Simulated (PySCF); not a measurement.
F₂H₃P₂ (charge +1).
Geometry (GFN2-xTB, Å), atoms numbered from 1 in this order:
```xyz
7
F2H3P2 angstrom
F     -1.2899    1.3464   -0.4614
P     -0.6765    0.0482    0.1688
F     -1.4986   -1.0221   -0.6296
P      1.3392   -0.0666   -0.7088
H     -1.4385    0.0314    1.3477
H      1.6928   -1.1954    0.0542
H      1.8748    0.8631    0.2020
```

The closed-shell SCF was solved with PySCF and density fitting under several settings on one GFN2-xTB geometry (grid level 2 and gas phase unless stated).

| settings | basis functions | SCF cycles | E (Eh) | HOMO (eV) | LUMO (eV) |
| --- | --- | --- | --- | --- | --- |
| PBE0/pcSseg-1 | 97 | 13 | -883.4251 | -14.86 | -8.31 |
| PBE0/def2-SVPD | 118 | 13 | -883.1274 | -14.85 | -8.25 |

Task: Estimate the row for these settings: HCTH407/pcSseg-1.

Result: 
```tsv
settings	basis functions	SCF cycles	E (Eh)	HOMO (eV)	LUMO (eV)
HCTH407/pcSseg-1	97	14	-883.9130	-13.84	-9.29
```

Task: Over all rows, what range does the HOMO–LUMO gap span?

Result: From 4.55 eV (HCTH407/pcSseg-1) to 6.60 eV (PBE0/def2-SVPD). The functional of the narrowest has no exact exchange, that of the widest 25 % exact exchange.

Task: Compare two rows with the functional PBE0: PBE0/pcSseg-1 and PBE0/def2-SVPD. Which energy is lower, and by how much?

Result: PBE0/pcSseg-1 (97 functions) lies 0.2977 Eh or 187 kcal/mol below PBE0/def2-SVPD (118 functions). The smaller set gives the lower energy; the two sets aren't nested, so the variational bound doesn't order them by size.

Cycle counts include a coarse-grid stage where the run had one.

One conformer stands for the species.
